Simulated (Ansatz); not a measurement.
**SnH2⁺, doublet in def2-TZVP: errors against full CI**

Geometry: a point of a breathe scan, not a stationary point.

```xyz
3

Sn    0.0000    0.0000    0.0000
H     0.0000    0.0000   -1.8342
H     0.0000    0.0000    1.8342
```

Basis def2-TZVP with its core potentials; Ansatz 0.2.0. Only valence electrons are correlated (noble-gas cores and the filled d shells of p-block atoms frozen), which leaves 5 electrons in 53 orbitals. R marks a restricted (for open shells ROHF) determinant, U an unrestricted one. Active spaces: pair = (3e, 3o) about the gap; valence = (5e, 6o) chosen from the atoms' valence shells. No spin–orbit coupling is included; scalar relativity enters through the core potentials alone.

Full CI is exact within this basis and frozen core; it isn't the basis-set limit. The frozen core follows each run's orbitals, which can shift R against U totals by a few meV for light atoms and by up to 0.1 eV past Ca.

The UHF ⟨S²⟩ is 0.791 and the T1 diagnostic (RCCSD) is 0.0274. The largest doubles amplitude (RCCSD) is 0.162.

| level | E − E(full CI) (kcal/mol) | share of correlation (%) | wall time |
| --- | --- | --- | --- |
| RHF | 62.12 | 0.00 | – |
| RMP2 | 16.55 | 73.35 | – |
| RCCSD | 2.01 | 96.76 | – |
| RCCSD(T) | 0.46 | 99.26 | 7 s |
| BCCD(T) | 0.45 | 99.28 | 7.5 s |
| RCCSDT | 0.03 | 99.95 | – |
| RCCSDT(Q) | -0.01 | 100.02 | 29 s |
| CASSCF (pair space) | 46.59 | 24.99 | – |
| NEVPT2 (pair space) | 13.40 | 78.43 | 4.9 s |
| MRCISD (pair space) | 2.40 | 96.13 | – |
| MRCISD+Q (pair space) | -0.28 | 100.45 | 5.5 s |
| CASSCF (valence space) | 28.36 | 54.34 | – |
| NEVPT2 (valence space) | 7.36 | 88.14 | 3.2 s |
| MRCISD (valence space) | 0.86 | 98.62 | – |
| MRCISD+Q (valence space) | 0.01 | 99.98 | 3.9 s |

The correlation energy at full CI, counted from RHF, is -2.694 eV. That run took 74 s on 1 thread of Arm Neoverse V1, shared host over 4,034,844 determinants.

Run but not shown, since their state or frozen core can't be matched to the reference's or they repeat it: UHF, UMP2, CISD, UCCSD, UCCSD(T), UCCSDT, UCCSDT(Q).

Times hold each run's SCF and search for its determinant on a shared host, so for small cases they say little of a method's own cost; they ran on 1 thread of Arm Neoverse V1.

More than 5 meV below full CI, which no variational method can be: MRCISD+Q (pair space).

The full-CI state has the irrep B3u of D2h, in the program's axes (one component, if the state is degenerate).

Natural occupations of full CI about the gap: 1.940 1.891 0.986 0.102 0.020 0.016 0.010 0.006 0.006 0.004; effectively unpaired electrons, Σ n²(2−n)², 1.10.
